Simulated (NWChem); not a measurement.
Species: chloroform (CHCl$_{3}$); SMILES ClC(Cl)Cl

Computed with NWChem. Pople sets run with spherical d functions. All runs use the structure optimised with B3LYP/6-31G* (spherical d). Level: B3LYP/6-31G* with SMD, gas-phase geometry; reactions with the solvents are ignored.

```
SMD term (kcal/mol)                 water  n-hexane
----------------------------------  -----  --------
distortion of the solute's density   0.52      0.10
polarisation                        -3.56     -1.42
cavity, dispersion and structure     1.53     -2.93
```

Question: Sum the solvation free energies, find the transfer free energy from water to n-hexane and the partition coefficient at 298.15 K.

Answer: 
1. ΔG(solv, water) = -1.51 kcal/mol and ΔG(solv, n-hexane) = -4.25 kcal/mol (1 M gas to 1 M solution).
2. Transfer: -4.25 − (-1.51) = -2.74 kcal/mol.
3. log₁₀ K(n-hexane/water) = −ΔG/(RT ln 10) = 2.74/1.364 = 2.0, so the model puts more of the solute in n-hexane.
4. Of the transfer energy, 1.72 kcal/mol is electrostatic and -4.46 comes from the non-electrostatic term. The two phases are taken as the pure solvents.
